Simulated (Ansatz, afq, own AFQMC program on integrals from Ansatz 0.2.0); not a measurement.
Where AFQMC and coupled cluster stand for NH$_{2}$O, quartet

```xyz
4

O    -1.1579   -0.0292    0.0000
H    -1.4072    0.8974    0.0000
H     0.3581   -0.0292    0.0000
N     1.3981   -0.0292    0.0000
```

Connectivity, by distances: OH ··· NH.

Basis cc-pVTZ. Noble-gas cores (and the filled d shells of Ga–Kr and In–Xe) are frozen. Integrals, coupled cluster, full CI and functionals: Ansatz 0.2.0; the random walks run on the same integrals in our own AFQMC program. The CISD trial takes its coefficients from CCSD amplitudes. Released means that phaseless walkers are propagated on without the constraint, phases kept. Uncertainties: one standard error, sampling alone.

Determinant: UHF, the one that the program's search chose, which needn't be the lowest solution. The geometry is a point of a scan.

No full CI on the walks' own integrals is used here; CCSDT(Q) serves as the reference and is uncertain by about the last step of the cluster series.

Cautions: lower spins were not checked; the released energies are still falling, so no released level is given (meV from the phaseless value at times in 1/Eh: -11 ± 5 at 0.24, -27 ± 4 at 0.51, -33 ± 6 at 0.99, -35 ± 12 at 1.62, -39 ± 11 at 2.40).

The T1 diagnostic is 0.0249 and the weight of the determinant in the CISD state is 0.888. The ⟨S²⟩ of the determinant is 3.781. The size of the correlated space is 13 electrons in 86 orbitals.

| level | correlation energy (eV) |
| --- | --- |
| MP2 | -9.4273 |
| CCSD | -10.3349 |
| CCSD(T) | -10.6309 |

(1) Estimate where phaseless AFQMC with a CISD trial lies against CCSD(T) on the same integrals.

(1) 0.77 ± 0.10 mEh below CCSD(T).

Reference: CCSDT(Q), correlation energy -10.673 eV.

| level | E − E(reference) (mEh) | share of correlation (%) |
| --- | --- | --- |
| CCSD(T) | 1.54 | 99.61 |
| CCSDT | 0.45 | 99.88 |
| ph-AFQMC/CISD | 0.77 ± 0.10 | 99.80 |

A walk keeps the symmetry of its determinant, which the program's search chose and which needn't be the lowest solution, so a lower state of the same spin and another symmetry isn't excluded.
